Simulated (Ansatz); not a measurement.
The input, for Ansatz 0.2.0:

```yaml
crystal:
  periodic: [false, false, false]
  atoms:
    - {symbol: Al, position_ang: [0.000000, 0.000000, 0.000000]}
    - {symbol: F, position_ang: [0.000000, 0.000000, 1.734200]}
basis:
  gaussian: {orbitals: cc-pVDZ}
total_charge: -1
magnetization: {spin_polarized: false, initial_magnetization: 1}
correlation: {active_space: {window: {electrons: 1, orbitals: 5}}}
output: {forces: true}
```

```sh
$ ansatz run in.yaml --threads 1 --pin off --events-out ev --progress --plain --max-ram 2393MiB
```

Output:

```
311 factors; integrals over basis functions are off by at most 9.2e-4 eV
mean field evaluation 1: about -9288.3172 eV, gradient 2.6e1 eV
mean field evaluation 2: about -9288.4202 eV, gradient 2.5e1 eV
mean field evaluation 4: about -9289.5704 eV, gradient 1.0e0 eV
mean field evaluation 8: about -9289.5832 eV, gradient 2.1e-1 eV
mean field evaluation 16: about -9289.4271 eV, gradient 2.8e0 eV
mean field -9289.58384789 eV, -341.3859097040 hartree, gradient 1.9e-6 eV, S^2 0.750000; 2 other end points of the search recorded, 0 dependent functions left out
reference -9289.58384789 eV, -341.3859097040 hartree; 12, 11 occupied and 20, 21 virtual orbitals, 311 factors
state -9289.58384789 eV, -341.3859097040 hartree
the calculation of the forces begins
Total energy: -9289.58384789 eV, -341.3859097040 hartree
Atom 0 at     0.000000     0.000000     0.000000 Å, force    -0.000000    -0.000000    -0.404630 eV/Å
Atom 1 at     0.000000     0.000000     1.734200 Å, force     0.000000     0.000000     0.404630 eV/Å
Dipole moment:    -0.000000     0.000000     0.433396 e Å
```

Forces (eV/Å):
```
Al   0.000  0.000 -0.405
F    0.000  0.000  0.405
```

Ran on 1 thread of Intel Xeon 6975P-C, shared host: 0.3 s wall, 0.09 GiB peak host memory.
